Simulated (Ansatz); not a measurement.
Results of B3LYP (VWN-RPA form) (Ansatz, a first-principles code, plane waves, PAW) for fcc Ag.

Settings: plane-wave cutoff 460 eV, 14×14×14 k mesh, Fermi–Dirac smearing 0.05 eV, no spin polarisation, scalar-relativistic PAW data made under PBE.

Cell (relaxed at this level):

```yaml
crystal:
  lattice:
    - [0.00000, 2.11531, 2.11531]
    - [2.11531, 0.00000, 2.11531]
    - [2.11531, 2.11531, 0.00000]
  atoms:
    - { symbol: Ag, position: [0.00000, 0.00000, 0.00000] }
```

Problem. Predict the bulk modulus.

Solution. 
- bulk modulus = 71.7 GPa

Measured, for comparison: bulk modulus 110 GPa (corrected for temperature and zero-point phonon effects, our sources range from 104 to 111; as tabulated in Levämäki et al. (2014), arXiv:1402.3671). Computed (rounded) less measured: bulk modulus -35 % (-31 % to -35 % over the range).

Note: the cell is over a tenth larger than the published one (another phase or state, or a fault of the published cell, is possible).

Computed values are for the static lattice.

The result took very roughly 14 core-minutes.
